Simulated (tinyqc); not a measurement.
Worked calculation: RKS/LDA (PW92) in the sto-6g basis, for BH, spin multiplicity 1. One step of it, computed by the program tinyqc.

Task: Iteration 1: diagonalisation and new density. A level shift of 0.2 hartree raises the virtual space: F + shift (S - S D(s) S), with D(s) the density of one spin (D/2). Diagonalise F' = X^T F X, C = X C', fill 3 alpha and 3 beta electrons from the bottom; D = 2 C_occ C_occ^T. Each column has its largest component positive (the first on a tie).

Kohn-Sham matrix F (hartree), lower triangle:
```
,1B 1s,1B 2s,1B 2px,1B 2py,1B 2pz,2H 1s
1B 1s,-8.909550
1B 2s,-2.215390,-1.066408
1B 2px,-0.007093,-0.029689,-0.300227
1B 2py,-0.007320,-0.031867,-0.005064,-0.314986
1B 2pz,0.003434,0.012851,-0.017444,0.002400,-0.331904
2H 1s,-0.057220,-0.091517,-0.002651,-0.001506,-0.086211,-0.101880
```

X, lower triangle:
```
,1B 1s,1B 2s,1B 2px,1B 2py,1B 2pz,2H 1s
1B 1s,1.027931
1B 2s,-0.139625,1.033829
1B 2px,0.000000,0.000000,1.000000
1B 2py,0.000000,0.000000,0.000000,1.000000
1B 2pz,-0.001261,0.007494,0.000000,0.000000,1.009229
2H 1s,0.009380,-0.063957,0.000000,0.000000,-0.079251,1.015017
```

D at the start, lower triangle:
```
,1B 1s,1B 2s,1B 2px,1B 2py,1B 2pz,2H 1s
1B 1s,0.806201
1B 2s,-1.192341,1.830071
1B 2px,-0.128547,-0.130293,1.579179
1B 2py,0.168788,-0.180283,-0.227555,1.077345
1B 2pz,0.042934,0.085392,-0.734040,0.081093,0.342009
2H 1s,0.274881,-0.424652,-0.090156,-0.935793,0.057399,1.077812
```

overlap S, lower triangle:
```
,1B 1s,1B 2s,1B 2px,1B 2py,1B 2pz,2H 1s
1B 1s,1.000000
1B 2s,0.264891,1.000000
1B 2px,0.000000,0.000000,1.000000
1B 2py,0.000000,0.000000,0.000000,1.000000
1B 2pz,0.000000,0.000000,0.000000,0.000000,1.000000
2H 1s,0.006748,0.120565,0.000000,0.000000,0.154620,1.000000
```

Give: F' = X^T F X; orbital energies; coefficients C; D after iteration 1.

Result:

F' = X^T F X (hartree), lower triangle:
```
,1,2,3,4,5,6
1,-8.651
2,-0.880,-0.608
3,0.011,-0.015,-0.258
4,-0.017,-0.011,0.018,-0.223
5,-0.007,0.011,0.056,0.001,-0.160
6,-0.011,-0.022,0.016,0.094,-0.073,0.012
```

orbital energies (hartree): MO1 -8.746, MO2 -0.515, MO3 -0.290, MO4 -0.262, MO5 -0.142, MO6 0.067

coefficients C:
```
,MO1,MO2,MO3,MO4,MO5,MO6
1B 1s,1.007,-0.248,0.019,-0.004,0.002,0.018
1B 2s,-0.028,1.037,-0.068,0.020,-0.013,-0.105
1B 2px,-0.001,0.067,0.869,-0.156,0.464,0.013
1B 2py,0.002,0.016,-0.002,0.907,0.298,0.296
1B 2pz,0.000,-0.034,-0.454,-0.150,0.814,-0.364
2H 1s,0.004,-0.032,-0.123,-0.340,0.094,0.949
```

D after iteration 1, lower triangle:
```
,1B 1s,1B 2s,1B 2px,1B 2py,1B 2pz,2H 1s
1B 1s,2.152
1B 2s,-0.573,2.162
1B 2px,-0.003,0.021,1.520
1B 2py,-0.004,0.034,-0.001,0.001
1B 2pz,0.000,-0.009,-0.793,0.000,0.414
2H 1s,0.019,-0.051,-0.218,-0.001,0.114,0.032
```
